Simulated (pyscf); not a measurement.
BH₃ + HF → H₂B–F + H₂ (four-centre exchange; singlet surface; B–H, F–H broken, B–F, H–H formed). PySCF, gas phase, ωB97X-D3(BJ)/def2-SVP geometries. Energies in kcal/mol from the separated reactants.

```
level                   barrier  reaction energy
----------------------  -------  ---------------
r²SCAN/def2-TZVP            1.7            -34.6
B3LYP-D3(BJ)/def2-TZVP      [?]              [?]
PBE0-D3(BJ)/def2-TZVP       3.6            -32.1
M06-2X/def2-TZVP            7.7            -34.0
ωB97M-D3(BJ)/def2-TZVP      6.9            -32.7
HF/def2-TZVP                [?]            -30.3
```

Complete the blanks.


- B3LYP-D3(BJ)/def2-TZVP, barrier: 7.1
- B3LYP-D3(BJ)/def2-TZVP, reaction energy: -33.6
- HF/def2-TZVP, barrier: 27.4

The functionals in the table span 6.0 kcal/mol in this barrier, from r²SCAN to M06-2X. On the reactant side the descent ends in a complex, 4.2 kcal/mol under the separated species and 11.9 kcal/mol under the saddle at ωB97X-D3(BJ)/def2-TZVP. This is the saddle that the search found; another between the same sides may lie lower.
